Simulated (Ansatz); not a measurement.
**BSiN (quintet): wave-function methods side by side, cc-pVDZ**

An exercise on one series of results from a longer session: the logs are not shown, and one member is left open.

Computed with Ansatz 0.2.0, Gaussian basis. Level: cc-pVDZ, core rule «outside noble gas», up to 7 orbitals frozen.

To be run: UHF; CCSD(T) on ROHF; CCSD(T) on UHF; BCCD(T) on ROHF; CISD as a restricted active space (open shells left free, so some higher excitations enter); CCSDT(Q) on ROHF; CCSDT(Q) on UHF.

31 further runs of the same task are left out: 6 for a known fault of the program, 11 that didn't finish, 14 set aside as unsound or not needed. Runs told in other sessions of the task aren't counted.

**What is computed**

The geometry is a PBE0/def2-TZVP stationary point (not a proven minimum) of the parent state, kept for this charge and spin.

3 atoms, charge 0, spin multiplicity 5.

Atoms are counted from 1 here; the program's logs count them from 0.

Bond lengths: B1–N2 1.274 Å, N2–Si3 1.674 Å. Angles: B1–N2–Si3 180.0°.

Set-up of the first run:

File in.yaml:

```yaml
crystal:
  periodic: [false, false, false]
  atoms:
    - {symbol: B, position_ang: [0.000000, 0.000000, -1.407767]}
    - {symbol: N, position_ang: [0.000000, 0.000000, -0.133267]}
    - {symbol: Si, position_ang: [0.000000, 0.000000, 1.541033]}
basis:
  gaussian: {orbitals: cc-pVDZ}
magnetization: {spin_polarized: true, initial_magnetization: 4}
hamiltonian: {xc: hf}
output: {orbitals: {seedname: orbitals}}
```

The run is started by

```
ansatz run in.yaml --threads 1 --pin off --events-out ev --progress --plain --max-ram 2393MiB
```

Among the steps run: UHF; CCSD(T) on ROHF; CCSD(T) on UHF; BCCD(T) on ROHF; CISD as a restricted active space (open shells left free, so some higher excitations enter); CCSDT(Q) on ROHF; CCSDT(Q) on UHF.

One of the session's tables, all rows but one given; the rest of the session is left out.

It belongs to the step «Misses and costs». 

```
   method  from UCCSDT(Q) (meV)
     ROHF               +7725.7
      UHF               +7448.5
     RMP2                +815.2
     UMP2                +866.0
     CISD                +970.6
    RCCSD                +385.5
    UCCSD                +376.2
 RCCSD(T)                     ?
 UCCSD(T)                 +69.8
  BCCD(T)                 +62.9
   RCCSDT                 +32.8
   UCCSDT                 +33.3
RCCSDT(Q)                  +5.2
UCCSDT(Q)                     0
```

Estimate the missing values for RCCSD(T).

The run gave: from UCCSDT(Q) (meV): +59.6. In the column «from UCCSDT(Q) (meV)» it lies between UCCSDT (+33.3) and BCCD(T) (+62.9).

Caveats from the session: Restricted and unrestricted rows rest on different reference determinants; a gap between their highest levels can come from leftover correlation error, from unlike frozen cores or from another state.
